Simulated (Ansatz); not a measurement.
in.yaml

```yaml
crystal:
  periodic: [false, false, false]
  atoms:
    - {symbol: Ge, position_ang: [0.000000, 0.059201, 0.707611]}
    - {symbol: P, position_ang: [0.000000, -0.146566, -1.583698]}
    - {symbol: H, position_ang: [0.000000, -1.295377, 1.470772]}
    - {symbol: H, position_ang: [1.039454, 0.766426, -1.900032]}
    - {symbol: H, position_ang: [-1.039454, 0.766426, -1.900032]}
basis:
  gaussian: {orbitals: cc-pVDZ}
magnetization: {spin_polarized: false, initial_magnetization: 4}
correlation: {active_space: {window: {electrons: 6, orbitals: 6}, states: [{multiplicity: 5, weights: [1, 1]}], root: 5}}
```

```sh
$ ansatz run in.yaml --threads 1 --pin off --events-out ev --progress --plain --max-ram 2393MiB
```

Problem. One thing in this input was set wrong on purpose, beside settings that are merely unusual. What is the gravest fault, and what does the program do?

Solution. Root beyond the states. How the run ends: refused.
```
Error: the active space averages no state 5, counted from zero
```
